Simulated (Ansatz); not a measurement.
Mulliken charges of `[SH][Mg][SH]` from ωB97M-V/def2-TZVPP in Ansatz (PBE0-D4/def2-TZVP geometry).

| atom | x (Å) | y (Å) | z (Å) | charge (e) |
| --- | --- | --- | --- | --- |
| S1 | -2.274 | 0.017 | -0.394 | -0.438 |
| Mg2 | -0.103 | 0.144 | 0.305 | 0.648 |
| S3 | 2.059 | 0.284 | 1.030 | -0.438 |
| H4 | -1.965 | 0.458 | -1.626 | 0.114 |
| H5 | 2.332 | -0.976 | 0.644 | 0.114 |

Q: By hand: the dipole of these point charges (1 e Å = 4.8032 D).

A: Σ q r = (0.069, -0.098, -0.193) e Å, of length 0.227 e Å = 1.09 D.

Q: How does the dipole of the full density compare? (Estimate.)

A: Ansatz gave: (0.053, -0.075, -0.148) e Å, 0.84 D; the point charges give 1.30 times that, at 0° from its direction.

Point charges leave out the atoms' own dipoles, such as those of lone pairs, and Mulliken's split depends on the basis, so the two needn't agree.
